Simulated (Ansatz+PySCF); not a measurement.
# triplet C4H6: levels of theory in one basis

| atom | x (Å) | y (Å) | z (Å) |
| --- | --- | --- | --- |
| C | 0.0000 | 0.0000 | 0.0000 |
| C | 1.3012 | 0.0000 | 0.0000 |
| C | -0.6506 | 1.1268 | 0.0000 |
| C | -0.6506 | -1.1268 | 0.0000 |
| H | 1.8184 | -0.8614 | 0.0000 |
| H | 1.8184 | 0.8614 | 0.0000 |
| H | -1.6552 | 1.1441 | 0.0000 |
| H | -0.1633 | 2.0055 | 0.0000 |
| H | -1.6552 | -1.1441 | 0.0000 |
| H | -0.1633 | -2.0055 | 0.0000 |

Basis set: def2-SVP (spherical functions). Frozen core: 4 orbitals. Correlation on ROHF uses semicanonical orbitals with singles. Charge 0, multiplicity 3.

Computed with Ansatz (development build ahead of 0.2.0); each method stands on the lowest determinant of its kind that the runs found. NEVPT2 correlates all electrons. Active spaces start from the frontier orbitals, and the lowest solution found is given.

```tsv
method	E − E(ROHF) (eV)	<S²> of the determinant
ROHF	0.00	2.00
UHF	-0.70	2.12
ROHF-MP2	-13.85	–
CASSCF(4,4)	-0.87	–
SC-NEVPT2(4,4)	-14.28	–
```

**Question.** What does UHF-MP2 give on the same scale?

**Answer.** -13.63 eV.

**Question.** Is a single determinant a sound starting point here?

**Answer.** Only with care. Unrestricted orbitals gain 0.70 eV and <S²> is 2.12 against 2.00 for a pure state, a contamination that matters most for the unrestricted series. The CASSCF(4,4) natural occupations are 1.94, 1.00, 1.00, 0.06.

Caution for ROHF, ROHF-MP2: an unrestricted determinant lies well below. Caution for UHF, UHF-MP2: the unrestricted determinant is spin contaminated. Caution for CASSCF(4,4): other starts end on other solutions of this active space.
